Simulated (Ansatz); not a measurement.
What does this script print? It uses Ansatz 0.2.0, Python API.

`cas_ch3als.py`:
```python
"""Static correlation in CH3AlS: natural occupations of an active space."""

import logging
import sys

import ansatz

logging.basicConfig(stream=sys.stdout, format="%(levelname)s:%(name)s:%(message)s")
log = logging.getLogger("run")
log.setLevel(logging.INFO)

GEOMETRY = """
Al   -0.56250   -0.00310   -0.69590
C     0.73750   -0.02230    0.71810
S     0.35780   -0.51250    2.00350
H    -2.02520   -0.44900   -0.42190
H    -0.21720    0.58610   -2.17180
H     1.75170    0.33680    0.52170
"""

molecule = ansatz.Crystal.molecule()
for line in GEOMETRY.strip().splitlines():
    symbol, *xyz = line.split()
    molecule = molecule.atom(symbol, [float(v) for v in xyz])

model = molecule.calculation()
model = model.basis(gaussian="cc-pVDZ")
model = model.correlation(active_electrons=2, active_orbitals=2)
for method in [None, "sc_nevpt2"]:
    data = (model if method is None else model.correlation(method)).run(threads=1).report
    space = data["configurations"]
    state = space["states"][0]
    print(method or "casscf", f"total {data['free_energy_ev'] / 27.211386246:.6f} Ha, active-space state {state['energy']['hartree']:.6f} Ha, mean field {data['reference_energy_ev'] / 27.211386246:.6f} Ha")
    print("  determinants", state["n_determinants"], " natural occupations", [round(n, 3) for n in space["natural_occupations"]])
print("effectively unpaired electrons, sum of min(n, 2 - n):", round(sum(min(n, 2 - n) for n in space["natural_occupations"]), 3))
```

```console
$ python cas_ch3als.py
casscf total -678.988202 Ha, active-space state -678.988202 Ha, mean field -678.967959 Ha
  determinants 4  natural occupations [1.938, 0.062]
sc_nevpt2 total -679.288007 Ha, active-space state -678.988200 Ha, mean field -678.967959 Ha
  determinants 4  natural occupations [1.938, 0.062]
effectively unpaired electrons, sum of min(n, 2 - n): 0.124
```

Reading the output:
- Total energies depend on the basis set; only differences at equal settings carry meaning.
- The geometry is a force-field or estimated start, not a minimum of this method, and the basis set is short of its limit. The active space starts as a window about the frontier orbitals and is then optimised, not chosen by chemistry.
- Finished in 3.5 s on 1 thread of Intel(R) Xeon(R) 6975P-C (Granite Rapids), on a shared host, peak memory 0.19 GiB.

(Lines on the test bed's own set-up are left out of the output.)
